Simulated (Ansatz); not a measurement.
## [OH···H···H], doublet along the distance O1-H3

Starting geometry:

```yaml
atoms:
  - { symbol: O, position_ang: [-0.1399, -0.0491, 0.0000] }
  - { symbol: H, position_ang: [-0.3893, 0.8775, 0.0000] }
  - { symbol: H, position_ang: [0.8196, -0.0491, 0.0000] }
  - { symbol: H, position_ang: [1.7911, -0.0491, 0.0000] }
```

From there H3 is moved from one fragment to the other while all else, the fragments' distance too, stays fixed; atoms are numbered as listed. Energies are in kcal/mol, counted from the starting geometry at the same level. Kohn–Sham curves are unrestricted where that lies lower.

Basis 6-31G; Ansatz 0.2.0. Only valence electrons are correlated (noble-gas cores frozen).

In so small a basis the reference is far from its limit while semilocal and hybrid functionals are nearer theirs (RPA and double hybrids share much of the reference's basis error), so the functionals' errors here hold much of the reference's basis and frozen-core error, which can add to them or hide them.

Full CI is exact within this basis and frozen core; it isn't the basis-set limit.

```
distance O1-H3 (Å)  full CI   PBE  r2SCAN  PBE0  B3LYP  CAM-B3LYP  wB97M-V  B2PLYP  PBE-QIDH  RPA-PBE
             0.892      4.5   6.9     6.2   5.6    6.2        5.8      5.7     5.3       4.2      5.9
             0.960      0.0   0.0     0.0   0.0    0.0        0.0      0.0     0.0       0.0      0.0
             0.992     -0.4  -1.5    -1.2  -1.0   -1.3       -1.1     -1.0    -0.8      -0.3     -1.2
             1.024     -0.2  -2.2    -1.6  -1.3   -1.9       -1.4     -1.4    -1.0       0.0     -1.7
             1.057      0.4  -2.4    -1.6  -1.1   -2.0       -1.3     -1.3    -0.7       0.8     -1.8
             1.089      1.2  -2.0    -1.1  -0.6   -1.8       -0.9     -0.9    -0.1       1.7     -1.7
             1.121      2.1  -1.3    -0.4   0.1   -1.3       -0.3     -0.3     0.6       2.7     -1.3
             1.154      3.1  -0.2     0.7   1.1   -0.5        0.7      0.6     1.6       3.8     -0.7
             1.186      4.2   1.4     2.1   2.5    0.7        1.9      1.7     2.8       5.0      0.2
```
